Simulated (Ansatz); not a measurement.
**How methods differ on AlH5S (Al(H2S)H3)**

AlH5S: 7 atoms, total charge 0, spin state singlet. As SMILES, `[H][Al]([H])([H])<-[SH2]`. Geometry: a GFN2-xTB relaxation, a rough one for these elements and not checked as a minimum.

Each level gives the electronic atomisation energy (eV). The values are calculated. Electronic energies at fixed atoms, without zero-point motion or spin-orbit coupling.

```json
{"level": "PBE/STO-3G", "kind": "GGA", "program": "Ansatz", "value (eV)": "25.31", "less FCI/STO-3G": "+3.29"}
{"level": "B3LYP/STO-3G", "kind": "global hybrid", "program": "Ansatz", "value (eV)": "25.26", "less FCI/STO-3G": "+3.24"}
{"level": "CAM-B3LYP/STO-3G", "kind": "range-separated hybrid", "program": "Ansatz", "value (eV)": "25.32", "less FCI/STO-3G": "+3.30"}
{"level": "B2PLYP/STO-3G", "kind": "double hybrid", "program": "Ansatz", "value (eV)": "23.98", "less FCI/STO-3G": "+1.96"}
{"level": "MP2/STO-3G", "kind": "perturbation theory", "program": "Ansatz", "value (eV)": "21.48", "less FCI/STO-3G": "-0.54"}
{"level": "BCCD(T)/STO-3G", "kind": "coupled cluster or CI", "program": "Ansatz", "value (eV)": "22.01", "less FCI/STO-3G": "-0.01"}
{"level": "CCSDT(Q)/STO-3G", "kind": "coupled cluster or CI", "program": "Ansatz", "value (eV)": "22.02", "less FCI/STO-3G": "0.00"}
{"level": "CCSDTQ/STO-3G", "kind": "coupled cluster or CI", "program": "Ansatz", "value (eV)": "22.02", "less FCI/STO-3G": "0.00"}
{"level": "FCI/STO-3G", "kind": "exact in the basis", "program": "Ansatz", "value (eV)": "22.02", "less FCI/STO-3G": "0.00"}
```

FCI/STO-3G is exact within its basis and frozen core, so for wave-function methods in that basis the difference is their error; functionals converge differently with the basis, so for them it is only a difference. The values span 21.48 to 25.32 eV. All rows use very small basis sets, so even the best lies far from the true value.
